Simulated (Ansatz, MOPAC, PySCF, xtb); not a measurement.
Barrier height from CH3F2, charge -1 to the transition structure CH3F2, without zero-point energy, on the benchmark's geometries as Psi4's copy of the set gives them.
Transition structure (charge -1, multiplicity 1):
```xyz
6

F      0.00310    -0.01889    -0.01546
C     -0.00015    -0.00014     1.80786
H      1.06945     0.00171     1.80976
H     -0.53661     0.92513     1.79693
H     -0.53260    -0.92778     1.81706
F     -0.00319     0.01997     3.63185
```

| level | barrier height (kJ/mol) | cost |
|---|---|---|
| AM1 | 172.9 | - |
| GFN2-xTB | 14.4 | - |
| HF/6-31G* | 70.6 | - |
| BLYP-D4/def2-TZVPPD | 27.7 | ×1 |
| r2SCAN-D3(BJ)/def2-TZVPPD | 36.1 | ×2 |
| B3LYP/6-31G* | 29.6 | - |
| B3LYP/def2-TZVPPD | 43.8 | ×1 |
| PBE0/def2-TZVPPD | 49.7 | ×1 |
| PBE0-D3(BJ)/def2-TZVPPD | 49.6 | ×1 |
| B2PLYP-D3(BJ)/def2-TZVPPD | 47.2 | ×2 |
| MP2/aug-cc-pVDZ | 48.4 | - |
| SCS-MP2/cc-pVDZ | 53.4 | - |
| CCSD/cc-pVDZ | 54.7 | - |
| CCSD(T)/aug-cc-pVDZ | 45.7 | ×6 |

The rows run from 14.4 (GFN2-xTB) to 172.9 kJ/mol (AM1). The dispersion term adds -0.1 in PBE0-D3(BJ).

Open shells are unrestricted; no spin–orbit coupling.

Frozen-core correlation. Rows in 6-31G* carry no dispersion term and start afresh at each structure (6-31G* with six Cartesian d functions). The state that AM1 reach isn't checked.

Programs: Ansatz (an electronic-structure program); MOPAC for AM1 (differences of heats of formation); PySCF for 6-31G* rows, the dispersion terms; xtb for the GFN methods. Each number belongs to the level named beside it.

Costs are rough ratios of core time to PBE/def2-TZVPPD (about 2.3 s over the structures, on one shared machine); a dash marks a level with no comparable run of its own. 

The set's own value is 13.38 kcal/mol (Zhao et al., NHTBH38), an estimate for the real system.
